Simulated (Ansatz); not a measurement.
## Telling isomers of C2H4FO+ apart by their spectra

These gas-phase data were calculated for one isomer of C2H4FO+ at PBE0-D3(BJ)/def2-SVP (harmonic, unscaled wavenumbers; equilibrium rotational constants with average atomic masses):

| Item | Value |
| --- | --- |
| rotational constants | 11.23, 9.288, 5.25 GHz |
| all wavenumbers above 1500 cm⁻¹ | 3654, 3230, 3126, 3047, 1713, 1555 |

Candidates:

(1) `CO[CH+]F`, a singlet
(2) `C[C+](O)F`, a singlet

Problem. Assign the data to one candidate and say why.

Solution. Candidate (2). The band at 3654 cm⁻¹ lies where the O–H stretch is expected; (1) has no mode between 3300 and 4000 cm⁻¹.

The same quantities for all candidates:

```tsv
	rotational constants (GHz)	wavenumbers above 1500 cm⁻¹	E above the lowest, PBE0-D3(BJ)/def2-SVP (kcal/mol)
(1)	20.1, 6.217, 4.9	3261, 3246, 3218, 3105, 1782	22.1
(2)	11.23, 9.288, 5.25	3654, 3230, 3126, 3047, 1713, 1555	0.0
```

Each candidate is one conformer. Programs: Ansatz 0.2.0.
